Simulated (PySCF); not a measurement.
C₂H₃, SMILES C=[CH], doublet (PBE0/def2-SVP optimised geometry):

```
5

C      0.541     0.003     0.000
C     -0.770     0.003     0.000
H      1.352    -0.725     0.000
H     -1.351    -0.933     0.000
H     -1.352     0.933     0.000
```

Calculation: unrestricted PBE0/def2-TZVP (PySCF 2.14.0).

Q: What are the frontier orbital energies (α orbitals alone; a β orbital can be the lowest empty one) and the dipole moment?

A: HOMO-2 -12.14 eV, HOMO-1 -8.22 eV, HOMO -6.97 eV, LUMO 0.03 eV, LUMO+1 2.20 eV; dipole moment 0.70 D.

On the same geometry unrestricted PBE/def2-TZVP run with PySCF gives HOMO-2 -10.48 eV, HOMO-1 -7.04 eV, HOMO -5.48 eV, LUMO -1.06 eV, LUMO+1 1.34 eV; dipole moment 0.73 D.

Meta-Löwdin charges at PBE0/def2-TZVP: C1 -0.15, C2 -0.27, H3 0.15, H4 0.13, H5 0.14.
